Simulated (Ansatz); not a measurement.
```yaml
crystal:
  periodic: [false, false, false]
  atoms:
    - {symbol: N, position_ang: [-0.718334, 0.448352, 1.721363]}
    - {symbol: C, position_ang: [-0.268958, 0.286138, 0.593357]}
    - {symbol: C, position_ang: [0.339445, 0.062327, -0.543107]}
    - {symbol: O, position_ang: [0.296523, -1.104027, -1.207046]}
    - {symbol: F, position_ang: [0.960426, 1.063032, -1.189811]}
    - {symbol: H, position_ang: [-1.706155, 0.712687, 1.742744]}
    - {symbol: H, position_ang: [1.158254, -1.536510, -1.163100]}
basis:
  gaussian: {orbitals: cc-pVTZ}
magnetization: {spin_polarized: true, initial_magnetization: 6}
hamiltonian: {xc: {name: PBE0-DH}, pseudopotentials: {relativity: none}}
```

```sh
$ ansatz run in.yaml --threads 2 --pin off --events-out ev --progress --plain --max-ram 4352MiB
```

Output, abridged:

```
Functional definition: PBE0-DH
1078 factors; integrals over basis functions are off by at most 8.8e-4 eV
mean field evaluation 1: about -8318.1346 eV, gradient 4.1e1 eV
mean field evaluation 2: about -8318.3835 eV, gradient 4.1e1 eV
mean field evaluation 4: about -8328.0103 eV, gradient 1.9e1 eV
mean field evaluation 8: about -8330.4255 eV, gradient 8.3e-1 eV
mean field evaluation 16: about -8330.4686 eV, gradient 1.5e-1 eV
mean field evaluation 32: about -8330.4737 eV, gradient 1.0e-3 eV
mean field -8330.47372709 eV, -306.1392628728 hartree, gradient 5.7e-6 eV, S^2 12.019054; 4 other end points of the search recorded, 0 dependent functions left out
5 core orbitals not correlated: weight in the atoms' cores, before any rotation towards them, 1.000 or more for the frozen orbitals, at most 0.000 for the correlated occupied ones
reference -8330.47374505 eV, -306.1392635326 hartree; 17, 11 occupied and 156, 162 virtual orbitals, 1078 factors
second order -27.94760634 eV of doubles, -0.00000000 eV of singles
Total energy: -8333.96719584 eV, -306.2676454813 hartree
```

In this input the spin is set far too high for this molecule. The run converged. The result belongs to that input, not to the molecule as meant.
